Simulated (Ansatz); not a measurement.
# Tetramethylsilane (C₄H₁₂Si): vertical ionisation energy

An exercise on one series of results from a longer session: the logs are not shown, and one member is left open.

Program: Ansatz 0.2.0, Gaussian basis. Level of theory: unrestricted cation, the program's frozen cores in correlated methods. These are calculated values, not measurements.

The runs, in order: UKS PBE-D4/def2-TZVPP; UKS r2SCAN-D4/def2-TZVPP; UKS PBE0-D4/def2-TZVPP; UKS B3LYP-D4/def2-TZVPP; UKS wB97X-V/def2-TZVPP; UKS wB97M-V/def2-TZVPP; UKS B2PLYP/def2-TZVPP; UHF-CCSD(T)/def2-TZVPP; UHF-MP2/def2-QZVPP; extrapolation to the limit; then −ε(HOMO) from the neutral's earlier runs with LDA (SPW92), PBE-D4, revPBE-D4, BLYP-D4, r2SCAN-D4, B97M-V, PBE0-D4, B3LYP-D4, r2SCANh-D4, r2SCAN0-D4, HSE06-D4, BHLYP-D4, CAM-B3LYP-D4, LC-ωPBE, ωB97X-V, ωB97M-V.

## The relaxed structure

An earlier PBE0-D4 in a triple-zeta def2 set relaxation fixed the geometry.

SMILES `C[Si](C)(C)C`, 17 atoms, charge 0, spin multiplicity 1.

Atoms are counted from 1 here; the program's logs count them from 0.

Bond lengths: C1–Si2 1.876 Å, C1–H6 1.093 Å, C1–H7 1.093 Å, C1–H8 1.093 Å, Si2–C3 1.876 Å, Si2–C4 1.876 Å, Si2–C5 1.876 Å, C3–H9 1.093 Å, C3–H10 1.093 Å, C3–H11 1.093 Å, C4–H12 1.093 Å, C4–H13 1.093 Å, C4–H14 1.093 Å, C5–H15 1.093 Å, C5–H16 1.093 Å, C5–H17 1.093 Å. Angles: Si2–C1–H6 111.2°, Si2–C1–H7 111.2°, Si2–C1–H8 111.2°, H6–C1–H7 107.7°, H6–C1–H8 107.7°, H7–C1–H8 107.7°, C1–Si2–C3 109.5°, C1–Si2–C4 109.5°, C1–Si2–C5 109.5°, C3–Si2–C4 109.5°, C3–Si2–C5 109.5°, C4–Si2–C5 109.5°, Si2–C3–H9 111.2°, Si2–C3–H10 111.2°, Si2–C3–H11 111.2°, H9–C3–H10 107.7°, H9–C3–H11 107.7°, H10–C3–H11 107.7° and more.

The first run:

Contents of in.yaml:

```yaml
crystal:
  periodic: [false, false, false]
  atoms:
    - {symbol: C, position_ang: [-0.369273, 0.858679, -1.626323]}
    - {symbol: Si, position_ang: [-0.000040, 0.000029, 0.000050]}
    - {symbol: C, position_ang: [1.621837, 0.640626, 0.691328]}
    - {symbol: C, position_ang: [0.128816, -1.849546, -0.284834]}
    - {symbol: C, position_ang: [-1.381403, 0.350262, 1.219857]}
    - {symbol: H, position_ang: [-0.449460, 1.940924, -1.492247]}
    - {symbol: H, position_ang: [-1.311552, 0.505574, -2.054228]}
    - {symbol: H, position_ang: [0.420025, 0.671706, -2.359620]}
    - {symbol: H, position_ang: [1.865712, 0.155307, 1.640362]}
    - {symbol: H, position_ang: [1.576454, 1.718338, 0.870616]}
    - {symbol: H, position_ang: [2.447584, 0.452765, -0.000425]}
    - {symbol: H, position_ang: [0.343317, -2.378707, 0.647710]}
    - {symbol: H, position_ang: [0.928173, -2.085281, -0.992744]}
    - {symbol: H, position_ang: [-0.803642, -2.252678, -0.689403]}
    - {symbol: H, position_ang: [-2.341808, -0.012858, 0.843782]}
    - {symbol: H, position_ang: [-1.193700, -0.138248, 2.179960]}
    - {symbol: H, position_ang: [-1.481041, 1.423128, 1.406158]}
basis:
  gaussian: {orbitals: def2-TZVPP}
total_charge: 1
magnetization: {spin_polarized: true, initial_magnetization: 1}
hamiltonian: {xc: pbe, dispersion: d4}
```

Started as:

```console
$ ansatz run in.yaml --threads 2 --pin off --events-out ev --progress --plain --max-ram 32768MiB --backend cuda --devices 0, --max-vram 18GiB
```

Steps of the session up to this table: Cation, UKS PBE-D4/def2-TZVPP; Cation, UKS r2SCAN-D4/def2-TZVPP; Cation, UKS PBE0-D4/def2-TZVPP; Cation, UKS B3LYP-D4/def2-TZVPP; Cation, UKS wB97X-V/def2-TZVPP; Cation, UKS wB97M-V/def2-TZVPP; Cation, UKS B2PLYP (frozen core)/def2-TZVPP; Cation, UHF-CCSD(T)/def2-TZVPP; Cation, UHF-MP2/def2-QZVPP.

One table of the session follows, with a row left open; its other results are not shown here.

It belongs to the step «Ionisation energies side by side». For comparison, −ε(HOMO) of the neutral from earlier runs:

```
  functional  −ε(HOMO) (eV)
 LDA (SPW92)           7.09
      PBE-D4           6.99
   revPBE-D4           6.95
     BLYP-D4           6.89
   r2SCAN-D4           7.28
      B97M-V           7.35
     PBE0-D4           8.31
    B3LYP-D4           8.11
  r2SCANh-D4           7.76
  r2SCAN0-D4           8.49
    HSE06-D4           7.90
    BHLYP-D4           9.56
CAM-B3LYP-D4           9.71
     LC-ωPBE          11.06
     ωB97X-V          10.72
     ωB97M-V              ?
```

**Question.** Estimate the row for ωB97M-V.

The run gave: −ε(HOMO) (eV): 10.57. In the column «−ε(HOMO) (eV)» it lies between CAM-B3LYP-D4 (9.71) and ωB97X-V (10.72).

Limits of these values: In point group Td the highest level is often degenerate; the cation then breaks the symmetry, and the runs may pick different components.
